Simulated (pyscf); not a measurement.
# Addition across a multiple bond or ene-type step: [O=Ta(Cl)–Cl]• (SMILES [O]=[Ta]([Cl])[Cl]) + H₂O (SMILES O) → [HO–Ta(OH)(Cl)–Cl]• (SMILES [OH][Ta]([OH])([Cl])[Cl])

Gas phase, doublet surface, charge 0. Bonds broken: O3–H6. Bonds formed: O1–H6, Ta2–O3. Single points on ωB97X-D3(BJ)/def2-SVP structures (PySCF, gas phase).

Transition state (Å):

```xyz
7

O      0.5930     0.8265    -1.1753
Ta    -0.1405    -0.3035     0.0240
O      0.8082     1.2569     1.0844
Cl     0.2542    -2.5169    -0.4744
Cl    -2.0389     0.0734     1.3161
H      0.8900     1.4473    -0.1635
H      0.2787     1.8571     1.6273
```

One imaginary mode, 1623i cm⁻¹; descent along it reached the two sides named, in the forms told below.

```tsv
bond	change	reactant side (Å)	saddle	product side
O3–H6	breaks	0.967	1.265	3.8
O1–H6	forms	3.2	1.224	0.962
Ta2–O3	forms	2.217	2.112	1.896
```

Electronic energies relative to the separated reactants (kcal/mol):

| level | barrier | reaction energy | reverse barrier |
|---|---|---|---|
| ωB97X-D3(BJ)/def2-TZVP | -3.1 | -39.1 | 36.0 |
| PBE/def2-TZVP | -1.8 | -31.2 | 29.4 |
| r²SCAN/def2-TZVP | -3.2 | -35.2 | 31.9 |
| B3LYP-D3(BJ)/def2-TZVP | -0.5 | -35.2 | 34.6 |
| PBE0-D3(BJ)/def2-TZVP | -2.7 | -36.0 | 33.3 |
| M06-2X/def2-TZVP | -2.0 | -36.0 | 34.0 |
| ωB97M-D3(BJ)/def2-TZVP | -0.7 | -36.1 | 35.4 |
| HF/def2-TZVP | 9.1 | -38.4 | 47.5 |

With ωB97M-D3(BJ)/def2-TZVP energies and thermal terms (ideal gas, 1 atm, RRHO with modes under 100 cm⁻¹ raised to 100, one conformer, R ln 2 for chiral ones without a mode under 150 cm⁻¹), in kcal/mol:

| T (K) | ΔH‡ | ΔG‡ | ΔH | ΔG |
|---|---|---|---|---|
| 298 | -2.6 | 8.4 | -35.8 | -25.8 |
| 600 | -2.4 | 19.6 | -34.5 | -16.1 |
| 900 | -1.6 | 30.4 | -33.1 | -7.2 |
| 1200 | -0.8 | 40.9 | -31.8 | +1.2 |

On the reactant side the descent ends in an adduct with a O–Ta contact, 24.1 kcal/mol under the separated species and 21.0 kcal/mol under the saddle at ωB97X-D3(BJ)/def2-TZVP. On the product side the descent ends in a point that may be a rotor saddle (no frequency run), 1.8 kcal/mol over the lowest minimum found and 34.2 kcal/mol under the saddle at ωB97X-D3(BJ)/def2-TZVP. At ωB97X-D3(BJ)/def2-TZVP, PBE, r²SCAN, B3LYP-D3(BJ), PBE0-D3(BJ), M06-2X, ωB97M-D3(BJ) the saddle lies under the separated reactants, which points to a path from their complex (located at ωB97X-D3(BJ) alone). What is counted as formed (O–Ta) is already present as a longer contact in the reactant adduct; forming that adduct is a step of its own. At the saddle there is also a short H–Ta contact that neither side keeps. This is the saddle that the search found; another between the same sides may lie lower. Open-shell species with a d-block atom are single-reference here; other states, and whether the spin sits on metal or ligand, were not checked. Elements past Kr carry the def2 core potentials, without spin-orbit coupling.
